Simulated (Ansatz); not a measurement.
# SiH− (triplet): from Hartree-Fock to the top rungs, aug-cc-pVDZ

Aim: climb from Hartree-Fock through coupled cluster and multireference methods for SiH− (triplet) at one geometry and basis, and see what each rung misses.

The runs use Ansatz 0.2.0, Gaussian basis; aug-cc-pVDZ, core rule «outside noble gas», up to 5 orbitals frozen.

Plan: UHF; CCSD(T) on ROHF; CCSD(T) on UHF; BCCD(T) on ROHF; CISD; CCSDT(Q) on ROHF; CCSDT(Q) on UHF; CASSCF and MRCISD+Q, 6 electrons in 5 orbitals; CASSCF and NEVPT2, 6 electrons in 5 orbitals; Full CI.

8 further runs of the same task are left out: 3 that didn't finish, 5 set aside as unsound or not needed.

## (1) What is computed

The geometry is a PBE0/def2-TZVPD stationary point (not a proven minimum) of the parent state, kept for this charge and spin.

2 atoms, charge -1, spin multiplicity 3.

Atoms are counted from 1 here; the program's logs count them from 0.

Bond lengths: Si1–H2 1.558 Å.

## (2) UHF

The input, in.yaml:

```yaml
crystal:
  periodic: [false, false, false]
  atoms:
    - {symbol: Si, position_ang: [0.000000, 0.000000, 0.000000]}
    - {symbol: H, position_ang: [0.000000, 0.000000, 1.557600]}
basis:
  gaussian: {orbitals: aug-cc-pVDZ}
total_charge: -1
magnetization: {spin_polarized: true, initial_magnetization: 2}
hamiltonian: {xc: hf}
output: {orbitals: {seedname: orbitals}}
```

The run is started by

```console
ansatz run in.yaml --threads 1 --pin off --events-out ev --progress --plain --max-ram 2393MiB
```

Further steps of the session: CCSD(T) on ROHF; CCSD(T) on UHF; BCCD(T) on ROHF; CISD; CCSDT(Q) on ROHF; CCSDT(Q) on UHF; CASSCF and MRCISD+Q, 6 electrons in 5 orbitals; CASSCF and NEVPT2, 6 electrons in 5 orbitals; Full CI.

Before running them: what should the planned runs give, taken together? Wanted: FCI below the RHF energy; RMP2 from FCI; UMP2 from FCI; RCCSD from FCI; RCCSD(T) from FCI; UCCSD(T) from FCI; RCCSDT(Q) from FCI; UCCSDT(Q) from FCI; NEVPT2 valence from FCI.

The runs gave:

| quantity | value |
| --- | --- |
| FCI below the RHF energy | -3.1315 eV |
| RMP2 from FCI | +724.3 meV |
| UMP2 from FCI | +757.2 meV |
| RCCSD from FCI | +123.7 meV |
| RCCSD(T) from FCI | +29.2 meV |
| UCCSD(T) from FCI | +29.2 meV |
| RCCSDT(Q) from FCI | +1.1 meV |
| UCCSDT(Q) from FCI | +0.8 meV |
| NEVPT2 valence from FCI | +781.2 meV |
| MRCISD+Q valence from FCI | -8.6 meV |
| levels within 1 kcal/mol (43 meV) | RCCSD(T), UCCSD(T), BCCD(T), RCCSDT, UCCSDT, RCCSDT(Q), UCCSDT(Q), MRCISD+Q valence |
| T1 diagnostic | 0.022 |
| effectively unpaired electrons | 2.05 |

**Reading.** RCCSD(T) misses by +29.2 meV, 0.9 % of the correlation energy. MRCISD+Q valence falls below full CI: the +Q correction isn't variational, and the cores differ from full CI's. One determinant dominates. Of the multireference levels listed MRCISD+Q valence comes nearest in total energy (-8.6 meV), which doesn't show that its space is the better one. These misses are within one basis, not against nature; the frozen cores of restricted and unrestricted runs differ, which can shift their rows.
